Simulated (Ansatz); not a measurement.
This Ansatz (a first-principles code) input (CCSD(T)/cc-pV(D+d)Z) gives -535.23623 Eh with 42 basis functions. A basis named .json is the Basis Set Exchange file of that set (core-valence sets with the plain set on hydrogen).

Ansatz 0.2 input:
```yaml
crystal:
  periodic: [false, false, false]
  atoms:
    - {symbol: O, position_ang: [0.02204159, 1.10436371, -0.00118827]}
    - {symbol: H, position_ang: [-0.92327012, 1.31460394, 0.01604549]}
    - {symbol: Cl, position_ang: [0.04393750, -0.59703021, -0.00038467]}
basis:
  gaussian:
    orbitals: cc-pV_D+d_Z.json
magnetization: {spin_polarized: false}
correlation: {method: ccsd_t, electrons: outside_noble_gas}
```

Change:
```diff
- orbitals: cc-pV_D+d_Z.json
+ orbitals: cc-pV_T+d_Z.json
```

Q: What does the run give now?

A: -535.39768 Eh (CCSD(T)/cc-pV(T+d)Z, 83 functions), a change of -161.45 mEh.
